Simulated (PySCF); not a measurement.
# BFH3Li: the cost of one run

Computed with PySCF 2.14.0; each step states its level. No surroundings beyond the atoms listed, unless a continuum is named. Atoms count from 0, parts from 1.

## 1. Starting point

6 atoms, charge 0, multiplicity 1; geometry: GFN1-xTB. Parts: 1 = atoms 0–3, `B`, charge 0; 2 = atoms 4–5, `[Li][F]`, charge 0. In the given geometry B0 and F5 of different parts are bonded (1.49 Å), so values for the parts refer to these atom groups.

## 2. Relaxing the molecule at PBE0-D3(BJ)/def2-SVPD

Job settings and geometry (Å):

```
{"job": {"xc": "PBE0", "basis": "def2-SVPD", "d3": "d3bj", "grid": 2, "kind": "geom", "shake": 0.01}, "charge": 0, "multiplicity": 1, "parts": [{"atoms": "0-3", "charge": 0, "multiplicity": 1}, {"atoms": "4-5", "charge": 0, "multiplicity": 1}]}
B      0.320164    -0.089172     0.787146
H     -0.521922    -0.850975     0.377197
H      0.164408     1.106235     0.091318
H      1.493146    -0.400898     0.789522
Li    -0.017008     1.871292     1.456658
F     -0.071340     0.325769     2.161136
```

Launch:

```bash
> OMP_NUM_THREADS=1 python cluster_run.py task.json out
```

This one command runs all jobs of the session in turn.

Q: Estimate the wall time and peak memory of this first job on 1 thread of Intel Xeon Platinum 8259CL at 2.50GHz, shared host.

About 38 s, with a peak of 0.39 GiB.
